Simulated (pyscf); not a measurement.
**Four-centre exchange: F–Si•(F)–F + ammonia (NH₃) → hydrogen fluoride (HF) + H₂N–Si•(F)–F**

Gas phase, doublet surface, charge 0. Bonds broken: F1–Si2, N5–H6. Bonds formed: F1–H6, Si2–N5. Optimised with ωB97X-D3(BJ)/def2-SVP in PySCF.

Transition state (Å):

```xyz
8

F      0.4601     1.4191     1.2328
Si     1.0764    -0.5482     0.8632
F      1.3587    -0.1572    -0.6875
F      1.4217    -2.1514     0.9029
N     -0.7553    -0.5036     0.9306
H     -0.4412     0.7917     1.1462
H     -1.1980    -1.0449     1.6728
H     -1.1948    -0.7419     0.0393
```

One imaginary mode, 622i cm⁻¹; descent along it reached the two sides named, in the forms told below.

```tsv
bond	change	reactant side (Å)	saddle	product side
F1–Si2	breaks	1.676	2.094	2.9
N5–H6	breaks	1.022	1.350	1.788
F1–H6	forms	2.355	1.102	0.946
Si2–N5	forms	2.010	1.833	1.752
```

Electronic energies relative to the separated reactants (kcal/mol):

```json
[
 {"level": "ωB97X-D3(BJ)/def2-TZVP", "barrier": "20.1", "reaction energy": "+16.7", "reverse barrier": "3.4"},
 {"level": "PBE/def2-TZVP", "barrier": "16.4", "reaction energy": "+17.7", "reverse barrier": "-1.3"},
 {"level": "r²SCAN/def2-TZVP", "barrier": "18.4", "reaction energy": "+18.6", "reverse barrier": "-0.2"},
 {"level": "B3LYP-D3(BJ)/def2-TZVP", "barrier": "20.9", "reaction energy": "+17.7", "reverse barrier": "3.2"},
 {"level": "PBE0-D3(BJ)/def2-TZVP", "barrier": "17.6", "reaction energy": "+16.5", "reverse barrier": "1.1"},
 {"level": "M06-2X/def2-TZVP", "barrier": "19.9", "reaction energy": "+17.4", "reverse barrier": "2.5"},
 {"level": "ωB97M-D3(BJ)/def2-TZVP", "barrier": "20.5", "reaction energy": "+17.7", "reverse barrier": "2.8"},
 {"level": "HF/def2-TZVP", "barrier": "38.3", "reaction energy": "+20.2", "reverse barrier": "18.1"}
]
```

With ωB97M-D3(BJ)/def2-TZVP energies and thermal terms (ideal gas, 1 atm, RRHO with modes under 100 cm⁻¹ raised to 100, one conformer, R ln 2 for chiral ones without a mode under 150 cm⁻¹), in kcal/mol:

| T (K) | ΔH‡ | ΔG‡ | ΔH | ΔG |
|---|---|---|---|---|
| 298 | 19.1 | 29.3 | +16.7 | +16.0 |
| 600 | 19.3 | 39.5 | +17.6 | +15.0 |
| 900 | 20.0 | 49.5 | +18.4 | +13.5 |
| 1200 | 20.9 | 59.2 | +18.9 | +11.7 |

On the reactant side the descent ends in an adduct with a N–Si contact, 7.9 kcal/mol under the separated species and 28.0 kcal/mol under the saddle at ωB97X-D3(BJ)/def2-TZVP. On the product side the descent ends in a complex, 5.4 kcal/mol under the separated species and 8.8 kcal/mol under the saddle at ωB97X-D3(BJ)/def2-TZVP. At PBE, r²SCAN the saddle lies under the separated products, which points to a path from their complex (located at ωB97X-D3(BJ) alone), and parting the products costs more than the saddle. What is counted as formed (N–Si) is already present as a longer contact in the reactant adduct; forming that adduct is a step of its own. The same reactants have a lower exit, to H₂N–Si(F)(F)–F + H• (barrier +12.7 kcal/mol at ωB97M-D3(BJ), against +20.5 kcal/mol here). This is the saddle that the search found; another between the same sides may lie lower.
